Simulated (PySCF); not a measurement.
Bonding in propargyl chloride

Compound: propargyl chloride, C3H3Cl.
Numbering: `[CH:1]#[C:2][CH2:3][Cl:4]` (hydrogens: H5 on C1; H6, H7 on C3)

Structure used (PBE0-D3(BJ)/def2-TZVP), in Å, numbered top down from 1:
```xyz
7
C3H3Cl angstrom
C      1.6443   -0.5733    0.1224
C      0.4985   -0.2334    0.0270
C     -0.8859    0.1557   -0.0889
Cl    -1.1020    1.9303    0.0157
H      2.6620   -0.8723    0.2107
H     -1.3007   -0.1546   -1.0478
H     -1.4829   -0.2807    0.7117
```

Bond orders from the PBE0/pcSseg-2 density (PySCF). Isolated species at its PBE0-D3(BJ)/def2-TZVP geometry, gas phase.

Task: How far do the computed orders between heavy atoms stray from the drawn ones?

Result: The largest departure is 0.280, at C1–C2 (drawn triple, 2.720).

Task: Give the Mayer order of every bond between heavy atoms, beside its length.

Result: 
| bond | drawn as | length (Å) | Mayer order |
| --- | --- | --- | --- |
| C1–C2 | triple | 1.199 | 2.720 |
| C2–C3 | single | 1.443 | 1.083 |
| C3–Cl4 | single | 1.791 | 0.963 |

By pair of heavy elements: C–C: lowest C2–C3 (1.083, 1.443 Å), highest C1–C2 (2.720, 1.199 Å).

Task: And the bonds to hydrogen?

Result: C–H: 0.98 to 1.11 (3 bonds).

Task: Sum the orders of all bonds at each heavy atom with more than one neighbour and set the sums beside the valence in the SMILES.

Result: C1 3.829 (drawn 4), C2 3.803 (drawn 4), C3 4.003 (drawn 4). Orders between atoms that aren't bonded are not in these sums.

For a closed shell the Mayer order of atoms A and B is Σ (PS)μν (PS)νμ over the basis functions μ on A and ν on B, with P the density and S the overlap matrix.

These values come from a run that also computed NMR shieldings. Hardware: one thread of an Arm Neoverse N1, no GPU (shared host). Cost: 22 s, 0.73 GiB resident at most.
